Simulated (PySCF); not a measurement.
C₄H₄S₂.
Atom-mapped SMILES: `[SH:1][c:2]1[cH:3][cH:4][cH:5][s:6]1` (hydrogens: H7 on S1; H8 on C3; H9 on C4; H10 on C5)

The geometry is computed with GFN2-xTB (gas phase).

What internal coordinates does the optimisation give?

```json
{"bond": "S1–C2", "length (pm)": "175.6"}
{"bond": "C2–C3", "length (pm)": "136.2"}
{"bond": "C3–C4", "length (pm)": "141.3"}
{"bond": "C4–C5", "length (pm)": "135.5"}
{"bond": "C5–S6", "length (pm)": "172.3"}
{"bond": "C2–S6", "length (pm)": "173.6"}
{"bond": "S1–H7", "length (pm)": "133.2"}
{"bond": "C3–H8", "length (pm)": "107.4"}
{"bond": "C4–H9", "length (pm)": "107.5"}
{"bond": "C5–H10", "length (pm)": "107.1"}
```

A selection of angles:
```json
{"angle": "C2–S1–H7", "degrees": "95.7"}
{"angle": "S1–C2–C3", "degrees": "126.2"}
{"angle": "S1–C2–S6", "degrees": "121.9"}
{"angle": "C3–C2–S6", "degrees": "111.8"}
{"angle": "C2–C3–C4", "degrees": "112.3"}
{"angle": "C2–C3–H8", "degrees": "123.3"}
{"angle": "C4–C3–H8", "degrees": "124.4"}
{"angle": "C3–C4–C5", "degrees": "113.1"}
{"angle": "C3–C4–H9", "degrees": "123.4"}
{"angle": "C5–C4–H9", "degrees": "123.5"}
{"angle": "C4–C5–S6", "degrees": "112.1"}
{"angle": "C4–C5–H10", "degrees": "128.9"}
{"angle": "S6–C5–H10", "degrees": "119.0"}
{"angle": "C2–S6–C5", "degrees": "90.7"}
```

Torsions: H7–S1–C2–C3 -179° (antiperiplanar).

The 6 heavy atoms lie in one plane (0.000 Å rms). The 3 C–S bonds span 1.723 Å (C5–S6, aromatic) to 1.756 Å (S1–C2, drawn single), a spread of 0.033 Å. The C–C distances run from 1.355 Å (C4–C5, aromatic) to 1.413 Å (C3–C4, aromatic), a spread of 0.058 Å. The 5-membered ring C2–C3–C4–C5–S6 has internal angles of 90.7° to 113.1°; it is planar, 0.00 Å rms from its mean plane, widest ring torsion 0°. S1 (thiol sulfur) is bent (angle 95.7°).

Point group: Cs (tolerance 0.08 Å). GFN2-xTB frequencies: not computed here. The numbers are those of one conformer (H–S1–C2–C3 -179°).
